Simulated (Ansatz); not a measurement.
System: chalcopyrite CuGaSe₂. Method: r²SCAN-D4 in Ansatz (plane waves, PAW).

Run with plane-wave cutoff 560 eV, 8×8×8 k mesh, Fermi–Dirac smearing 0.01 eV, no spin polarisation, scalar-relativistic PAW data made under PBE.

Shape and atoms are relaxed at each volume.

Pressure at four volumes; x = ln(V/21.529 Å³). One pressure is withheld.

```
V (Å³/atom)        x  P (GPa)
-----------  -------  -------
20.668       -0.0408     3.26
21.529        0.0000     0.00
21.960        0.0198    -1.37
22.390        0.0392        ?
```

**Question.** Pass a parabola P(x) through the three rows shown, estimate the bulk modulus and its pressure derivative near zero pressure, and predict the withheld pressure.

**Answer.** Slopes between the rows: (0.00 − (3.26))/(0.0000 − (-0.0408)) = -79.90 and (-1.37 − (0.00))/(0.0198 − (0.0000)) = -69.19 GPa. Their difference over the span 0.0606 is c = 10.71/0.0606 = 176.7 GPa, so P(x) = 3.26 + (-79.90)(x − (-0.0408)) + 176.7 (x − (-0.0408))(x − (0.0000)). At the middle row B = −dP/dx = −[-79.90 + 176.7 × 0.0408] = 72.7 GPa, and B′ = dB/dP = 2c/B = 4.9. At x = 0.0392 the parabola gives -2.58 GPa; the run gives -2.59 GPa. The Birch–Murnaghan fit to the energies at all volumes has B0 = 72.5 GPa and B′ = 4.8.

Note: the bulk modulus comes from volumes at which shape and atoms were relaxed.

Ansatz is a first-principles code.
